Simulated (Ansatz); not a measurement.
A made-up structure of CH₅BN, doublet:

```tsv
atom	x (Å)	y (Å)	z (Å)
B1	-1.3090	0.0511	-0.6733
C2	-0.0079	0.2925	0.0934
N3	0.6998	-0.8428	0.6461
H4	-2.0790	0.8739	-1.0674
H5	0.4986	-0.5684	1.6076
H6	-0.1690	1.0564	0.8686
H7	1.6750	-0.6356	0.8139
H8	0.6456	-1.6407	0.0275
```

It is relaxed with PBE-D4/def2-SVP and then PBE0-D4/def2-TZVP (Ansatz 0.2.0). Atoms count as bonded within 1.22 times the sum of their covalent radii (H–H: 0.88 Å). The end point is not checked to be a true minimum.

Task: Does its bonding change? (Judge from chemistry; the calculation decides.)

Result: The calculation gives: No: no bond forms or breaks.

Where it ends: The first stage lowers the energy by 1.54 eV in 8 steps. It ends as CH₅BN ([BH][CH][NH3]):
```xyz
8
angstrom
B -1.1760 0.0936 -0.6931
C -0.2173 0.3803 0.3158
N 0.6957 -0.7338 0.7198
H -2.0474 0.6461 -1.2830
H 0.6031 -1.0093 1.7001
H 0.0076 1.2772 0.8855
H 1.6842 -0.5440 0.5403
H 0.4042 -1.5239 0.1311
```

Labels in which every atom is bracketed show which atoms are joined, not bond orders.

For scale, one of the runs: PBE0-D4/def2-TZVP relaxation, 123 basis functions, launched by `ansatz run in.yaml --threads 2 --pin off --events-out ev --progress --plain --max-ram 4352MiB`. Hardware: 2 CPU threads of an Arm Neoverse N1, shared host. Wall time about 32 s.
